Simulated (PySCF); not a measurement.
**Computed and published core binding energies of `CS`**

The experiment to reproduce (core binding energies): C 1s of C1 291.40 eV [1]; S 1s of S2 2477.97 eV [2]. Sources and the comparison follow the method.

Compound: CH₄S.
SMILES with atom numbers: `[CH3:1][SH:2]`

Geometry (PBE0-D3(BJ)/def2-TZVP, Å), atoms numbered from 1 in this order:
```
atom  x, y, z in Å
C1    -0.5011   -0.0221    0.0128
S2     1.1184    0.7731   -0.0675
H3    -0.6656   -0.5001    0.9774
H4    -1.2367    0.7729   -0.1109
H5    -0.6318   -0.7434   -0.7929
H6     1.8570   -0.3402    0.0525
```

Method: delta-SCF UKS SCAN, pcX-3 on the ionised atom, pcseg-2 elsewhere, spin-free X2C (PySCF 2.14.0). Vertical ΔSCF values, vacuum level as zero.

```tsv
atom	environment	level	this calculation (eV)	reference (eV)	difference (eV)	source
C1	S-methyl carbon	C 1s	291.49	291.40	+0.09	[1]
S2	thiol sulfur	S 1s	2477.50	2477.97	-0.47	[2]
```

[1] measured, gas; Qian, Crumlin, Prendergast, Phys. Chem. Chem. Phys. 2022, 24, 2243
[2] measured, gas; Besley, J. Chem. Theory Comput. 2021, 17, 3644 (DFT calculations of core-electron binding energies at the K-edge of heavier elements)

How well does this level of theory reproduce the measurements here?

Over the 2 different measured values (2 distinct lines) the mean signed difference is -0.19 eV, the mean unsigned one 0.28 eV and the largest 0.47 eV. The calculation is vertical and has no vibrational structure, and measured positions depend on the energy calibration.

Not every level is listed. Geometry: PBE0-D3(BJ)/def2-TZVP; no solvent, vibrations or thermal averaging.
